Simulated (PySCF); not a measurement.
# One shape, several levels: SiNH4 (SMILES N[SiH2])

We compute a comparison of 6 runs (UMP2/STO-6G, UCCSDT/STO-6G, UCISD/STO-6G, ROCCSD(T)/STO-6G, UCCSD(T)/STO-6G, FCI/STO-6G) of SiNH4. 

Program for the calculation: PySCF 2.14.0.

4 further runs of the same task are left out: 4 set aside as unsound or not needed.

**1. The system as given**

The species is SiNH4 (6 atoms), meant as a doublet with charge 0. SMILES: `N[SiH2]`. The N1–H4 distance was set to 2.822 Å, away from the relaxed value. At this shape a bond of the SMILES string is far longer than usual.

Bond lengths: N1–Si2 1.725 Å, N1–H3 1.008 Å, Si2–H5 1.493 Å, Si2–H6 1.493 Å. Angles: N1–Si2–H5 107.3°, N1–Si2–H6 107.3°, Si2–N1–H3 119.9°, H5–Si2–H6 110.5°.

**2. A single-point energy at UMP2/STO-6G (run 1)**

The input, calc.py:

```python
from pyscf import gto, mp

mol = gto.M(
    atom=[
    ('N', (0.732031, 0.005890, -1.359144)),
    ('Si', (1.101731, 1.684690, -1.218444)),
    ('H', (1.359331, -0.606510, -1.856444)),
    ('H', (-0.503600, -1.346500, 0.787600)),
    ('H', (1.451731, 2.177190, -2.584144)),
    ('H', (-0.127269, 2.368290, -0.715744)),
],
    max_memory=1860,
    basis='sto-6g',
    spin=1,
    verbose=3,
)

hf = mol.UHF()
hf.conv_tol = 1e-10
hf.kernel()
if not hf.converged:
    hf = hf.newton().run(hf.mo_coeff, hf.mo_occ)

pt = mp.MP2(hf, frozen=6).run()
energy = pt.e_tot
print('Final energy', energy)
```

Command:

```
OMP_NUM_THREADS=1 python calc.py
```

Log:

```text
converged SCF energy = -344.234260043552  <S^2> = 0.75000206  2S+1 = 2.0000021
E(UMP2) = -344.363834130042  E_corr = -0.12957408649009
E(SCS-UMP2) = -344.373844900989  E_corr = -0.139584857437565
Final energy -344.36383413004165
```

Run time: 0.99 s. Hardware: 1 thread of Arm Neoverse V1, shared host; peak memory 0.12 GiB.

**3. The energy at UCCSDT/STO-6G (run 2)**

The input, input.xyz:

```xyz
6
H4NSi
N      0.732031     0.005890    -1.359144
Si     1.101731     1.684690    -1.218444
H      1.359331    -0.606510    -1.856444
H     -0.503600    -1.346500     0.787600
H      1.451731     2.177190    -2.584144
H     -0.127269     2.368290    -0.715744
```

The input, input.py:

```python
from pyscf import gto, cc

mol = gto.M(
    atom='input.xyz',
    basis='sto-6g',
    spin=1,
    verbose=3,
    charge=0,
    max_memory=1860,
)

hf = mol.UHF()
hf.conv_tol = 1e-10
hf.kernel()
if not hf.converged:
    hf = hf.newton().run(hf.mo_coeff, hf.mo_occ)

mycc = cc.CCSDT(hf, frozen=6)
mycc.kernel()
energy = mycc.e_tot
print('E(%s) = %.9f' % ('CCSDT', energy))
```

Command:

```
OMP_NUM_THREADS=1 python input.py
```

Log:

```text
converged SCF energy = -344.234260043552  <S^2> = 0.75000206  2S+1 = 2.0000021
_make_eris_incore_UCCSDT

WARN: A large `blksize_v_aaa` is being used, which may cause large memory consumption
      for storing contraction intermediates. If memory is sufficient, consider using
      `pyscf.cc.uccsdt_highm.UCCSDT` instead.

WARN: A large `blksize_v_aab` is being used, which may cause large memory consumption
      for storing contraction intermediates. If memory is sufficient, consider using
      `pyscf.cc.uccsdt_highm.UCCSDT` instead.

UCCSDT converged
E(UCCSDT) = -344.4083426852622   E_corr = -0.1740826417106492
E_corr(same-spin) = -0.011627445885177
E_corr(oppo-spin) = -0.162455195825472
E(CCSDT) = -344.408342685
```

It took 2.8 s on 1 thread of Arm Neoverse V1, shared host; peak memory 0.12 GiB.

Runs 3 to 5 aren't shown in full; the table further down has their settings and results.

**4. The energy at FCI/STO-6G (run 6)**

The input, run.py:

```python
from pyscf import gto, mcscf

molecule = gto.M(
    atom='''
N    0.732031   0.005890  -1.359144
Si   1.101731   1.684690  -1.218444
H    1.359331  -0.606510  -1.856444
H   -0.503600  -1.346500   0.787600
H    1.451731   2.177190  -2.584144
H   -0.127269   2.368290  -0.715744
''',
    spin=1,
    basis='sto-6g',
    max_memory=1860,
    verbose=3,
)

myscf = molecule.ROHF()
myscf.conv_tol = 1e-10
myscf.kernel()
if not myscf.converged:
    myscf = myscf.newton().run(myscf.mo_coeff, myscf.mo_occ)

cas = mcscf.CASCI(myscf, myscf.mo_coeff.shape[-1] - 6, (molecule.nelec[0] - 6, molecule.nelec[1] - 6))  # full CI above the frozen core
cas.fix_spin_(ss=0.75)
cas.kernel()
e_final = cas.e_tot
print('E(%s) = %.9f' % ('FCI', e_final))
```

Command:

```
OMP_NUM_THREADS=1 python run.py
```

Log:

```text
converged SCF energy = -344.234259963192
CASCI E = -344.409319434754  E(CI) = -32.3581972146695  S^2 = 0.7500000
E(FCI) = -344.409319435
```

Run time: 39 s. Hardware: 1 thread of Arm Neoverse V1, shared host; peak memory 0.28 GiB.

**5. Overview of the runs**

```
run             level  energy (Eh)  dipole moment (D) of the reference  HOMO energy (eV)  LUMO energy (eV)  wall time
  1       UMP2/STO-6G  -344.363834                                2.09             -6.63              4.74     0.99 s
  2     UCCSDT/STO-6G  -344.408343                                2.09             -6.63              4.74      2.8 s
  3      UCISD/STO-6G  -344.389966                                2.09             -6.63              4.74      1.1 s
  4  ROCCSD(T)/STO-6G  -344.408043                                2.09                 –                 –      1.5 s
  5   UCCSD(T)/STO-6G  -344.408043                                2.09             -6.63              4.74      1.1 s
  6        FCI/STO-6G  -344.409319                                2.09                 –                 –       39 s
```

**6. Results**

| quantity | value |
| --- | --- |
| run 6: total energy | -344.40932 Eh |
| run 6: dipole moment (Hartree–Fock density) | 2.09 D |
| run 6: correlation energy (6 core orbitals frozen) | -175.1 mEh |

**Reading.** Against full CI in this basis: UMP2 +45.5 mEh; UCCSDT +1.0 mEh; UCISD +19.4 mEh; ROCCSD(T) +1.3 mEh; UCCSD(T) +1.3 mEh. In runs 1, 2, 3, 4, 5, 6 the basis is minimal, so the values are rough. All runs together took 46 s, the longest 39 s.
